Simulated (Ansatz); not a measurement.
Worked example: correlation energy of [GeH3···H···H], doublet

Geometry: a point of a hydrogen-transfer path between rigid fragments, not a stationary point.

```xyz
6

Ge   -0.0418    0.0000    0.0000
H    -0.5532    1.4466    0.0000
H    -0.5532   -0.7233    1.2528
H    -0.5532   -0.7233   -1.2528
H     1.7752    0.0000    0.0000
H     2.8962    0.0000    0.0000
```

Basis cc-pVTZ; Ansatz 0.2.0. Correlated methods freeze the noble-gas cores and the filled d shells of p-block atoms, which leaves 9 electrons in 99 orbitals. R marks a restricted (for open shells ROHF) determinant, U an unrestricted one. No spin–orbit coupling is included, and no scalar relativity.

Full CI isn't at hand for all of this; UCCSDT(Q) serves as the reference, and is uncertain by about the last step of the cluster series.

Runs differ by some tens of microhartree through their thresholds and, for an open shell, their frozen cores, so steps under 0.03 kcal/mol mean nothing.

```json
{"level": "UHF", "total energy (hartree)": "-2078.196777"}
{"level": "UMP2", "total energy (hartree)": "-2078.344381"}
{"level": "UCCSD", "total energy (hartree)": "-2078.378844"}
{"level": "UCCSD(T)", "total energy (hartree)": "-2078.383294"}
{"level": "UCCSDT", "total energy (hartree)": "-2078.384206"}
{"level": "UCCSDT(Q)", "total energy (hartree)": "-2078.384341"}
```

Task: What is the correlation energy at UCCSDT(Q), and what share of it do UMP2 and UCCSD(T) recover?

Result: E(corr) = -2078.384341 − (-2078.196777) = -0.187564 hartree = -5.104 eV. UMP2: -0.147604 / -0.187564 = 78.70 %. UCCSD(T): -0.186517 / -0.187564 = 99.44 %.

Task: By how many kcal/mol does UCCSD(T) miss UCCSDT(Q) (1 hartree = 627.509 kcal/mol), and which steps make up the rest?

Result: -2078.383294 − (-2078.384341) = 0.001047 hartree = 0.66 kcal/mol. Steps: UCCSDT − UCCSD(T) = -0.57, UCCSDT(Q) − UCCSDT = -0.08 kcal/mol. That is within 1 kcal/mol of the reference in this basis, which itself misses far more of the correlation at the basis-set limit.
